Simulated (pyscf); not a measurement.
Thermochemistry of product channels of H₂N–SiH(Cl)–Cl + water (H₂O) on the singlet surface, in kJ/mol, from ωB97M-D3(BJ)/def2-TZVP energies (ideal gas, 1 atm, RRHO with modes under 100 cm⁻¹ raised to 100, one conformer, R ln 2 for chiral ones without a mode under 150 cm⁻¹). PySCF, gas phase, ωB97X-D3(BJ)/def2-SVP geometries.

| products | ΔE | ΔH(298 K) | ΔG(298 K) | ΔG(1200 K) |
|---|---|---|---|---|
| H₂N–Si(OH)(Cl)–Cl + hydrogen (H₂) | -94.5 | -107.0 | -96.3 | -75.6 |
| H₂N–SiH(OH)–Cl + hydrogen chloride (HCl) | -12.1 | -17.9 | -17.2 | -18.4 |

These are energies of the channels, which say nothing of barriers.
